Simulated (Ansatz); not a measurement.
hcp Hf: LDA at its full settings (plane-wave cutoff 520 eV, 18×18×12 k mesh (along the axes of the cell as run), Fermi–Dirac smearing 0.05 eV, scalar-relativistic PAW data made under PBE) and at cheaper ones, in a cell of 2 atoms with Γ-centred meshes.

```
level and setting             equilibrium lattice constant a (Å)  c axis length (Å)  bulk modulus B0 (GPa)
----------------------------  ----------------------------------  -----------------  ---------------------
LDA (Ansatz)                                               3.119              4.945                    120
LDA (Γ point alone) (Ansatz)                               3.022              7.000                    140
LDA (4×4×4 k mesh) (Ansatz)                                3.160              4.833                    127
```

Largest shifts from the full settings: lattice constant a -3.11 % (LDA (Γ point alone)), against a difference of -2.35 % of the full result from the reference 3.194 Å (measured, 293 K, no zero-point or thermal correction, our sources range from 3.194 to 3.200; as tabulated in Wikipedia's data pages); lattice parameter c +42 % (LDA (Γ point alone)), against a difference of -2.10 % of the full result from the reference 5.051 Å (measured, 293 K, no zero-point or thermal correction; as tabulated in Wikipedia's data pages); bulk modulus +16.7 % (LDA (Γ point alone)), against a difference of +9.1 % of the full result from the reference 110 GPa (measured, zero-point energy and finite temperature contributions removed; as tabulated in doi:10.1021/acs.jctc.3c00612).

The full settings aren't shown to be converged themselves.

Ansatz's density-functional and Hartree–Fock values are scalar-relativistic unless marked +SOC, with PAW data made under PBE.

Run with cheap settings on purpose, which may leave them unconverged: LDA (4×4×4 k mesh), LDA (Γ point alone).

Ansatz is a quantum-chemistry and plane-wave program.
